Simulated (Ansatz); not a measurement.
C2H4OS can be A, `C=C(O)S`, or B, `COC=S`.

Calculated with Ansatz (gas phase, PBE0-D4/def2-TZVP geometries, no zero-point term in ΔE). CCSD(T)/CBS adds triple-zeta CCSD(T) − MP2 to the extrapolated MP2 energy (def2 sets, frozen cores). Functionals use def2-TZVPP. One conformer a species, not always the lowest.

A:

```xyz
8

C    -0.029   -0.918    0.938
C     0.107    0.025    0.013
O     0.782    1.174    0.260
S    -0.527   -0.182   -1.623
H     0.478   -0.821    1.889
H    -0.653   -1.779    0.754
H     1.082    1.540   -0.579
H    -1.239    0.961   -1.652
```

B:

```xyz
8

C     0.467   -0.401   -0.879
O     0.581    0.413    0.285
C    -0.495    0.502    1.048
S    -0.573    1.368    2.402
H     1.433   -0.358   -1.377
H     0.241   -1.434   -0.606
H    -0.306   -0.013   -1.547
H    -1.348   -0.076    0.674
```

(1) Which isomer does CCSD(T)/CBS put lower? Give the gap. (Best estimate.)

(2) Give E(B) − E(A) in kJ/mol with ωB97M-V, MP2/def2-TZVPP, B2PLYP, CCSD(T)/def2-TZVPP, LDA (SPW92), PBE-D4, BLYP-D4. (An estimate is asked.)

(3) Does the order hold for the free energy at 298.15 K (harmonic terms from PBE0-D4)? (Estimate.)

Largest T1 diagnostic: 0.017.

## Answers

(1) Computed: A, by 18.4 kJ/mol.

(2) Computed: ωB97M-V 18.0, MP2/def2-TZVPP 14.1, B2PLYP 8.0, CCSD(T)/def2-TZVPP 13.5, LDA (SPW92) 19.9, PBE-D4 12.6, BLYP-D4 6.8. None reverses the order clearly.

(3) The calculation gave: Yes: G(B) − G(A) = +22.8 kJ/mol, for one conformer each. Modes under 60 cm⁻¹, often nearly free rotors, make the harmonic entropy too high.

From BLYP to BHLYP (50 % exact exchange), in def2-TZVPP and without D4, E(B) − E(A) moves by +9.6 kJ/mol. The D4 term adds +3.0 kJ/mol with B3LYP and +1.4 kJ/mol with PBE0; it sums over pairs of atoms, weighted by their polarisabilities, and B3LYP, whose exchange is more repulsive, gets the larger term.

B3LYP here is the variant with VWN-RPA as its local correlation; programs differ in this.
